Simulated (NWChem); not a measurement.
The numbers come from NWChem runs, not from measurements. System: H2Si, charge 0, spin multiplicity 1, at a geometry optimised with PBE0/def2-SVP. The structure started from a generated list of species. Level: PBE/def2-SVPD.

Input file:

```
start mol
memory heap 200 mb stack 900 mb global 1100 mb
geometry units angstroms nocenter noautoz
  Si     0.000000     0.000000     0.134141
  H      1.096144     0.000000    -0.938989
  H     -1.096144     0.000000    -0.938989
  symmetry group C2v
end
basis spherical
  * library def2-svpd
end
dft
  xc xpbe96 cpbe96
  semidirect memsize 60000000 filesize 0
  iterations 100
end
property
  dipole
  response 1 0.0
end
task dft property
```

NWChem printed:

```
             Northwest Computational Chemistry Package (NWChem) 7.3.0
             --------------------------------------------------------

                                NWChem Input Module
                                -------------------

 Scaling coordinates for geometry "geometry" by  1.889725989
 (inverse scale =  0.529177249)

 Turning off AUTOSYM since
 SYMMETRY directive was detected!

                             Geometry "geometry" -> ""
                             -------------------------

 Output coordinates in angstroms (scale by  1.889725989 to convert to a.u.)

  No.       Tag          Charge          X              Y              Z
 ---- ---------------- ---------- -------------- -------------- --------------
    1 Si                  14.0000     0.00000000     0.00000000     0.13414100
    2 H                    1.0000     1.09614400     0.00000000    -0.93898900
    3 H                    1.0000    -1.09614400     0.00000000    -0.93898900

 Effective nuclear repulsion energy (a.u.)       9.9004519279

            Nuclear Dipole moment (a.u.)
            ----------------------------
        X                 Y               Z
 ---------------- ---------------- ----------------
     0.0000000000     0.0000000000    -0.0000075589

      Symmetry information
      --------------------

 Group name             C2v
 Group number             16
 Group order               4
 No. of unique centers     2

      Symmetry unique atoms

     1    2


 Summary of "ao basis" -> "" (spherical)
 ------------------------------------------------------------------------------
       Tag                 Description            Shells   Functions and Types
 ---------------- ------------------------------  ------  ---------------------
 *                         def2-svpd                  on all atoms

  pbe96 is a nonlocal functional; adding pw91lda local functional.
                              NWChem Property Module
                              ----------------------

                                 NWChem DFT Module
                                 -----------------

 Summary of "ao basis" -> "ao basis" (spherical)
 ------------------------------------------------------------------------------
       Tag                 Description            Shells   Functions and Types
 ---------------- ------------------------------  ------  ---------------------
 Si                        def2-svpd                10       24   5s3p2d
 H                         def2-svpd                 4        8   2s2p

 Summary of "ao basis" -> "ao basis" (spherical)
 ------------------------------------------------------------------------------
       Tag                 Description            Shells   Functions and Types
 ---------------- ------------------------------  ------  ---------------------
 Si                        def2-svpd                10       24   5s3p2d
 H                         def2-svpd                 4        8   2s2p

            General Information
            -------------------
          SCF calculation type: DFT
          Wavefunction type:  closed shell.
          No. of atoms     :     3
          No. of electrons :    16
           Alpha electrons :     8
            Beta electrons :     8
          Charge           :     0
          Spin multiplicity:     1
          Use of symmetry is: off; symmetry adaption is: off
          Maximum number of iterations: 100
          AO basis - number of functions:    40
                     number of shells:    18
          Convergence on energy requested:  1.00D-06
          Convergence on density requested:  1.00D-05
          Convergence on gradient requested:  5.00D-04

              XC Information
              --------------
          PerdewBurkeErnzerhof Exchange Functional  1.000
            Perdew 1991 LDA Correlation Functional  1.000 local
           PerdewBurkeErnz. Correlation Functional  1.000 non-local

             Grid Information
             ----------------
          Grid used for XC integration:  medium
          Radial quadrature: Mura-Knowles
          Angular quadrature: Lebedev.
          Tag              B.-S. Rad. Rad. Pts. Rad. Cut. Ang. Pts.
          ---              ---------- --------- --------- ---------
          Si                  1.10       88           8.0       590
          H                   0.35       45           8.0       434
          Grid pruning is: on
          Number of quadrature shells:   178
          Spatial weights used:  Erf1

          Convergence Information
          -----------------------
          Convergence aids based upon iterative change in
          total energy or number of iterations.
          Levelshifting, if invoked, occurs when the
          HOMO/LUMO gap drops below (HL_TOL):  1.00D-02
          DIIS, if invoked, will attempt to extrapolate
          using up to (NFOCK): 10 stored Fock matrices.

                    Damping( 0%)  Levelshifting(0.5)       DIIS
                  --------------- ------------------- ---------------
          dE  on:    start            ASAP                start
          dE off:    2 iters        100 iters           100 iters

      Screening Tolerance Information
      -------------------------------
          Density screening/tol_rho:  1.00D-10
          AO Gaussian exp screening on grid/accAOfunc:  14
          CD Gaussian exp screening on grid/accCDfunc:  20
          XC Gaussian exp screening on grid/accXCfunc:  20
          Schwarz screening/accCoul:  1.00D-08

      Superposition of Atomic Density Guess
      -------------------------------------
[...]
 Total energy =    -289.684405
 1-e energy   =    -420.983967
 2-e energy   =     121.399110
 HOMO         =      -0.230276
 LUMO         =      -0.088322

------------------------------------------------------------
EAF file 0: "./mol.aoints.0" size=524288 bytes
------------------------------------------------------------
               write      read    awrite     aread      wait
               -----      ----    ------     -----      ----
     calls:        1         0         0         0         0
   data(b): 5.24e+05  0.00e+00  0.00e+00  0.00e+00
   time(s): 0.00e+00  0.00e+00  0.00e+00  0.00e+00  0.00e+00
rate(mb/s): 0.00e+00  0.00e+00
------------------------------------------------------------

   convergence    iter        energy       DeltaE   RMS-Dens  Diis-err    time
 ---------------- ----- ----------------- --------- --------- ---------  ------
 d= 0,ls=0.0,diis     1   -290.3454789225 -3.00D+02  1.97D-02  8.56D-02     0.2
 d= 0,ls=0.0,diis     2   -290.3530100940 -7.53D-03  6.88D-03  1.85D-02     0.3
 d= 0,ls=0.0,diis     3   -290.3567595152 -3.75D-03  2.23D-03  4.05D-03     0.3
 d= 0,ls=0.0,diis     4   -290.3576427532 -8.83D-04  4.35D-04  5.78D-05     0.4
 d= 0,ls=0.0,diis     5   -290.3576587142 -1.60D-05  5.67D-05  1.63D-06     0.4
 d= 0,ls=0.0,diis     6   -290.3576591622 -4.48D-07  8.73D-07  2.73D-10     0.5

         Total DFT energy =     -290.357659162237
      One electron energy =     -421.465871106773
           Coulomb energy =      142.595085713659
    Exchange-Corr. energy =      -21.387325696990
 Nuclear repulsion energy =        9.900451927868

 Numeric. integr. density =       16.000004003603

     Total iterative time =      0.4s

                       DFT Final Molecular Orbital Analysis
                       ------------------------------------

 Vector    6  Occ=2.000000D+00  E=-4.578070D-01
              MO Center=  6.3D-07, -2.0D-08, -3.7D-01, r^2= 1.6D+00
   Bfn.  Coefficient  Atom+Function         Bfn.  Coefficient  Atom+Function
  ----- ------------  ---------------      ----- ------------  ---------------
     3      0.649365  1 Si s                  2      0.394061  1 Si s
     4      0.232536  1 Si s                 25      0.210213  2 H  s
    33      0.210212  3 H  s                 11     -0.098255  1 Si pz
    14     -0.092536  1 Si pz                 1      0.063473  1 Si s
     8      0.057882  1 Si pz

 Vector    7  Occ=2.000000D+00  E=-2.889173D-01
              MO Center= -3.3D-07, -7.8D-09, -5.7D-01, r^2= 2.1D+00
   Bfn.  Coefficient  Atom+Function         Bfn.  Coefficient  Atom+Function
  ----- ------------  ---------------      ----- ------------  ---------------
    25      0.322229  2 H  s                 33     -0.322229  3 H  s
    12      0.308416  1 Si px                 9      0.304642  1 Si px
     6     -0.169165  1 Si px                26      0.113601  2 H  s
    34     -0.113601  3 H  s                 18      0.078418  1 Si d  1
    23      0.049024  1 Si d  1

 Vector    8  Occ=2.000000D+00  E=-2.130957D-01
              MO Center=  1.4D-07, -5.4D-08,  2.9D-01, r^2= 2.3D+00
   Bfn.  Coefficient  Atom+Function         Bfn.  Coefficient  Atom+Function
  ----- ------------  ---------------      ----- ------------  ---------------
    14      0.444074  1 Si pz                 3      0.395721  1 Si s
    11      0.332211  1 Si pz                 2      0.228686  1 Si s
    25     -0.202877  2 H  s                 33     -0.202877  3 H  s
     8     -0.181171  1 Si pz                 4      0.157114  1 Si s
    26     -0.067461  2 H  s                 34     -0.067461  3 H  s

 Vector    9  Occ=0.000000D+00  E=-1.473821D-01
              MO Center=  1.7D-07,  3.2D-08,  7.8D-02, r^2= 2.4D+00
   Bfn.  Coefficient  Atom+Function         Bfn.  Coefficient  Atom+Function
  ----- ------------  ---------------      ----- ------------  ---------------
    13      0.635737  1 Si py                10      0.439591  1 Si py
     7     -0.229598  1 Si py                31      0.036249  2 H  py
    39      0.036249  3 H  py

 Vector   10  Occ=0.000000D+00  E= 3.508129D-03
              MO Center= -1.9D-07, -2.5D-08,  2.7D-01, r^2= 4.0D+00
   Bfn.  Coefficient  Atom+Function         Bfn.  Coefficient  Atom+Function
  ----- ------------  ---------------      ----- ------------  ---------------
    12      0.520626  1 Si px                23     -0.435438  1 Si d  1
     9      0.280988  1 Si px                25     -0.212667  2 H  s
    33      0.212667  3 H  s                 26     -0.178945  2 H  s
    34      0.178944  3 H  s                 18     -0.159657  1 Si d  1
     6     -0.140439  1 Si px                32      0.095787  2 H  pz

 Vector   11  Occ=0.000000D+00  E= 8.479987D-03
              MO Center=  7.6D-07, -2.3D-08,  4.5D-02, r^2= 8.2D+00
   Bfn.  Coefficient  Atom+Function         Bfn.  Coefficient  Atom+Function
  ----- ------------  ---------------      ----- ------------  ---------------
     5     -2.642163  1 Si s                  4      2.501215  1 Si s
    14     -0.322601  1 Si pz                26     -0.289508  2 H  s
    34     -0.289508  3 H  s                  3      0.258404  1 Si s
     2      0.211794  1 Si s                 11     -0.128269  1 Si pz
    24     -0.069909  1 Si d  2              25     -0.064379  2 H  s

 center of mass
 --------------
 x =   0.00000000 y =   0.00000000 z =   0.11720335

 moments of inertia (a.u.)
 ------------------
           7.732210999685           0.000000000000           0.000000000000
           0.000000000000          16.380854911790           0.000000000000
           0.000000000000           0.000000000000           8.648643912105

     Multipole analysis of the density
     ---------------------------------

     L   x y z        total         alpha         beta         nuclear
     -   - - -        -----         -----         ----         -------
     0   0 0 0     -0.000000     -8.000000     -8.000000     16.000000

     1   1 0 0     -0.000002     -0.000001     -0.000001      0.000000
     1   0 1 0      0.000000      0.000000      0.000000      0.000000
     1   0 0 1     -0.062525     -0.031259     -0.031259     -0.000008

     2   2 0 0    -12.024559    -10.303027    -10.303027      8.581494
     2   1 1 0      0.000000      0.000000      0.000000      0.000000
     2   1 0 1      0.000000      0.000000      0.000000      0.000000
     2   0 2 0     -9.263385     -4.631692     -4.631692      0.000000
     2   0 1 1      0.000000      0.000000      0.000000      0.000000
     2   0 0 2    -13.325523    -10.261169    -10.261169      7.196816

 *** CALLING NEW AORESP DRIVER FOR CLOSED AND OPEN SHELLS ***
 Entering AOResponse driver routine

--------------------------------------------------------------------------------

          ****************
          *** RESPONSE ***
          ****************

 Response module for NWChem and dynamic CPKS solver

          -----------------------------------------------
          Solving response equations for perturbing field
          -----------------------------------------------

 number of frequencies:     1
 frequency in a.u.:  0.0000000E+00
 Perturbing field: electric
 Using El. Dipole Length Gauge

 Setting up CPKS with frequency omega =      0.00000000 a.u.

 STATIC response

                                NWChem CPHF Module
                                ------------------

  scftype          =     RHF
  nclosed          =        8
  nopen            =        0
  variables        =      256
  # of vectors     =        3
  tolerance        = 0.10D-03
  level shift      = 0.00D+00
  max iterations   =       50
  max subspace     =       30

  int2e_file: Failed to allocate cache ... halving
 SCF residual:    5.0352197156284368E-006

Iterative solution of linear equations
  No. of variables      256
  No. of equations        3
  Maximum subspace       30
        Iterations       50
       Convergence  1.0D-04

   iter   nsub   residual    time
   ----  ------  --------  ---------
     1      3    7.49D+00       0.8
     2      6    1.05D+00       1.0
     3      9    1.24D-01       1.2
     4     12    1.09D-02       1.4
     5     15    9.38D-04       1.6
     6     18    3.26D-05       1.8

 Electric Dipole Response Matrix (nonzero elements):

              1        2        3
    1   37.4652  -0.0000   0.0000
    2   -0.0000  30.4114  -0.0000
    3    0.0000  -0.0000  38.5952

 ------------------------------------------
 average:        35.49058 + I       0.00000

 DFT Linear Response polarizability / au
 Frequency  =       0.0000000 / au
 Wavelength = -999999.0000000 / nm
              X              Y              Z
 -----------------------------------------------
 X      37.4652055     -0.0000000      0.0000002
 Y      -0.0000000     30.4113522     -0.0000003
 Z       0.0000002     -0.0000003     38.5951972
 -----------------------------------------------
 Eigenvalues =      37.4652055     30.4113522     38.5951972
 Isotropic   =      35.4905850
 Anisotropic =       7.6814402
 -----------------------------------------------

 Magnetic Dipole Response Matrix (nonzero elements):
 Optical rotation tensor Beta

 *** static G'=0. Use GPRIME input with finite omega
 *** or better ORBETA without GPRIME for small or zero freq.

 zero matrix

 ------------------------------------------
 average:         0.00000 + I       0.00000

 Exiting AOResponse driver routine

          -------------
          Dipole Moment
          -------------

 Center of charge (in au) is the expansion point
         X =       0.0000000 Y =       0.0000000 Z =      -0.0000005

   Dipole moment        0.0625248036 A.U.
             DMX       -0.0000016327 DMXEFC        0.0000000000
             DMY        0.0000003077 DMYEFC        0.0000000000
             DMZ       -0.0625248036 DMZEFC        0.0000000000
   -EFC- dipole         0.0000000000 A.U.
   Total dipole         0.0625248036 A.U.

   Dipole moment        0.1589234000 Debye(s)
             DMX       -0.0000041500 DMXEFC        0.0000000000
             DMY        0.0000007820 DMYEFC        0.0000000000
             DMZ       -0.1589234000 DMZEFC        0.0000000000
   -EFC- dipole         0.0000000000 DEBYE(S)
   Total dipole         0.1589234000 DEBYE(S)

 1 a.u. = 2.541766 Debyes

 Task  times  cpu:        1.8s     wall:        1.8s

 Total times  cpu:        1.9s     wall:        1.9s
```
